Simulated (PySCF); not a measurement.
A structure optimised at PBE0-D3(BJ)/def2-SVP, used in a PySCF frequency run:

```xyz
10

C      0.0000    -1.1297    -0.6983
C      0.0000    -1.1297     0.6983
N      0.0000     0.0000     1.3991
C      0.0000     1.1297     0.6983
C      0.0000     1.1297    -0.6983
N      0.0000     0.0000    -1.3991
H      0.0000    -2.0717    -1.2583
H      0.0000    -2.0717     1.2583
H      0.0000     2.0717     1.2583
H      0.0000     2.0717    -1.2583
```
Charge 0, spin multiplicity 1.

### Question
Write its SMILES, formula and point group.

### Answer
c1cnccn1, C4H4N2, D2h

### Question
What are its rotational constants (standard atomic weights)?

### Answer
6.4278, 5.9701, 3.0952 GHz
